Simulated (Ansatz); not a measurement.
The input, for Ansatz 0.2.0:

```yaml
crystal:
  periodic: [false, false, false]
  atoms:
    - {symbol: N, position_ang: [0.000000, 0.000000, 0.383004]}
    - {symbol: C, position_ang: [0.000000, 0.000000, -1.762996]}
    - {symbol: H, position_ang: [0.000000, 0.000000, 1.379993]}
basis:
  gaussian: {orbitals: cc-pVDZ}
magnetization: {spin_polarized: false}
correlation: {method: ccsdt_q, electrons: all}
```

```sh
$ ansatz run in.yaml --threads 1 --pin off --events-out ev --progress --plain --max-ram 2393MiB
```

Output:

```
574 factors; integrals over basis functions are off by at most 1.8e-7 eV
mean field evaluation 1: about -2497.4812 eV, gradient 6.2e1 eV
mean field evaluation 2: about -2497.4816 eV, gradient 6.2e1 eV
mean field evaluation 4: about -2511.3257 eV, gradient 3.2e1 eV
mean field evaluation 8: about -2511.3257 eV, gradient 3.2e1 eV
mean field evaluation 16: about -2516.3456 eV, gradient 5.3e-6 eV
mean field evaluation 32: about -2513.7231 eV, gradient 5.5e-3 eV
mean field evaluation 64: about -2515.5457 eV, gradient 2.2e-4 eV
mean field evaluation 96: about -2516.0371 eV, gradient 1.0e1 eV
mean field evaluation 128: about -2516.3455 eV, gradient 6.4e-2 eV
mean field evaluation 160: about -2513.4652 eV, gradient 3.1e-1 eV
...
cycle  51  -13.90149490 eV  change   -4.0e-3 eV  update   1.5e-3
cycle  52  -13.90323785 eV  change   -1.7e-3 eV  update   9.9e-4
cycle  53  -13.90539088 eV  change   -2.2e-3 eV  update   7.3e-4
cycle  54  -13.90719472 eV  change   -1.8e-3 eV  update   4.2e-4
cycle  55  -13.90798324 eV  change   -7.9e-4 eV  update   1.4e-4
cycle  56  -13.90819385 eV  change   -2.1e-4 eV  update   2.7e-5
cycle  57  -13.90817703 eV  change    1.7e-5 eV  update   2.2e-6
cycle  58  -13.90817176 eV  change    5.3e-6 eV  update   1.5e-6
cycle  59  -13.90816338 eV  change    8.4e-6 eV  update   6.8e-7
cycle  60  -13.90816434 eV  change   -9.6e-7 eV  update   3.0e-7
perturbative correction 0.43108323 eV, 0.0158420166 hartree
WARN: the results are in doubt because among natural orbitals full CI differs from the method by -0.341 eV
Total energy: -2527.20016568 eV, -92.8728930908 hartree
In doubt: among natural orbitals full CI differs from the method by -0.341 eV
```

Ran on 1 thread of Arm Neoverse V2, shared host: 14 s wall, 0.23 GiB peak host memory.
